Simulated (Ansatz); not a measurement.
**A computed series for AlAs: pressure series**

Start from AlAs in the zinc blende structure (space group F-43m, No. 216; a = 5.728 Å).

Cell and atoms are relaxed at each pressure.

The values are results of Ansatz (a program for electronic structure), PBE, PAW, cutoff 420 eV, no spin-orbit coupling, not measurements.

```
pressure (GPa)  volume per atom (Å³/atom)
--------------  -------------------------
-2                                 24.256
-1                                 23.859
0                                  23.497
1.8                                22.910
4.2                                22.231
9                                  21.123
18                                 19.586
30                                      ?
45                                 16.819
```

### Question
Fit the third-order Birch–Murnaghan form P(V) = (3B₀/2)[(V₀/V)^(7/3) − (V₀/V)^(5/3)]·[1 + (3/4)(B₀′ − 4)((V₀/V)^(2/3) − 1)] (squares taken in P) to the rows shown and predict the withheld row.

### Answer
Least squares on the printed values gives V₀ = 23.498 Å³/atom, B₀ = 68.2 GPa, B₀′ = 4.1; this predicts 18.124 Å³/atom, and the run gives 18.130 Å³/atom, 0.006 higher.

Measured bulk modulus of AlAs: 75 GPa (static lattice; corrected from measurement; as listed in Daniel Mejia-Rodriguez, S. B. Trickey, Phys. Rev. B (2018)); the computed value is 9 % below it.

Load acts through the strain it causes; cell and atoms are relaxed under it. No phonon test of stability was made. Measured, AlAs leaves this structure (for the NiAs type) near 12 GPa (temperature not stated; as listed in Datta, Sujoy, Jana, Debnarayan, arXiv (2020)), on rising pressure, with hysteresis.
